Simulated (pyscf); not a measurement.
# Four-centre exchange: `[CH3][Sn]([OH])([OH])[OH]` + `[OH2]` -> `[CH4]` + `[OH][Sn]([OH])([OH])[OH]`

Gas phase, singlet surface, charge 0. Bonds broken: C1–Sn2, O12–H13. Bonds formed: C1–H13, Sn2–O12. PySCF, gas phase, ωB97X-D3(BJ)/def2-SVP geometries.

Transition state (Å):

```xyz
14

C      0.0094     2.1436    -0.5757
Sn    -0.6162    -0.0122     0.3280
O     -0.5968    -1.8719     0.9949
O     -1.7607    -0.2491    -1.2573
O     -1.2684     0.8389     1.9828
H      0.1356     2.8494     0.2590
H      0.6335     2.5032    -1.4142
H     -1.0188     2.2029    -0.9699
H     -0.7416    -1.8780     1.9499
H     -2.1714    -1.1237    -1.2177
H     -1.3229     1.7989     1.9086
O      1.4451     0.0394    -0.1638
H      0.9668     1.0849    -0.5420
H      1.8486    -0.6201    -0.7472
```

One imaginary mode, 1468i cm⁻¹; descent along it reached the two sides named, in the forms told below.

| bond | change | reactant side (Å) | saddle | product side |
|---|---|---|---|---|
| C1–Sn2 | breaks | 2.113 | 2.420 | 3.5 |
| O12–H13 | breaks | 0.975 | 1.210 | 2.6 |
| C1–H13 | forms | 3.7 | 1.428 | 1.101 |
| Sn2–O12 | forms | 2.447 | 2.120 | 1.964 |

Electronic energies relative to the separated reactants (kJ/mol):

| level | barrier | reaction energy | reverse barrier |
|---|---|---|---|
| ωB97X-D3(BJ)/def2-TZVP | 136.5 | -31.2 | 167.7 |
| PBE/def2-TZVP | 117.1 | -35.8 | 153.0 |
| r²SCAN/def2-TZVP | 114.1 | -40.2 | 154.3 |
| B3LYP-D3(BJ)/def2-TZVP | 135.3 | -35.8 | 171.0 |
| PBE0-D3(BJ)/def2-TZVP | 127.5 | -29.0 | 156.5 |
| M06-2X/def2-TZVP | 125.3 | -41.5 | 166.8 |
| ωB97M-D3(BJ)/def2-TZVP | 138.2 | -33.2 | 171.4 |
| HF/def2-TZVP | 214.1 | -44.1 | 258.2 |

With ωB97M-D3(BJ)/def2-TZVP energies and thermal terms (ideal gas, 1 atm, RRHO with modes under 100 cm⁻¹ raised to 100, one conformer, R ln 2 for rigid chiral ones), in kJ/mol:

| T (K) | ΔH‡ | ΔG‡ | ΔH | ΔG |
|---|---|---|---|---|
| 298 | 129.7 | 177.9 | -33.7 | -30.7 |
| 600 | 130.6 | 226.7 | -35.1 | -27.1 |
| 900 | 133.5 | 274.2 | -35.8 | -23.0 |
| 1200 | 137.1 | 320.5 | -35.9 | -18.7 |

On the reactant side the descent ends in an adduct with a O–Sn contact (not fully relaxed), 56.6 kJ/mol under the separated species and 193.1 kJ/mol under the saddle at ωB97X-D3(BJ)/def2-TZVP. What is counted as formed (O–Sn) is already present as a longer contact in the reactant adduct; forming that adduct is a step of its own. This is the saddle that the search found; another between the same sides may lie lower. Elements past Kr carry the def2 core potentials, without spin-orbit coupling.
